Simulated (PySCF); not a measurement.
Gas-phase reaction: H3SiOH + Si2H6 → H2SiO + 2 SiH4

Computed with PySCF and rigid-rotor harmonic-oscillator thermochemistry at 1 bar. † marks an energy on the PBE0/def2-TZVP geometry and frequencies; other levels use their own. 6-31G* has spherical d functions here. All species are closed-shell singlets. B3LYP is the form with VWN-RPA correlation. H3SiOH, H2SiO: computed as isolated molecules; such fragments, hydroxides, amides, oligomers or adducts are transient or little studied in the gas.

PBE0/def2-TZVP gives ΔH°(298 K) = 185 kJ.

What do B3LYP/6-31G*, PBE0/def2-SVP†, PBE/def2-SVP give?

B3LYP/6-31G*: 146 kJ; PBE0/def2-SVP†: 195 kJ; PBE/def2-SVP: 171 kJ. For scale, ΔH°(298 K) is 185 kJ at this level, 168 kJ at ωB97M-V/def2-TZVP†, and runs from 127 to 200 kJ over the 19 levels computed († marks an energy on the PBE0/def2-TZVP geometry).
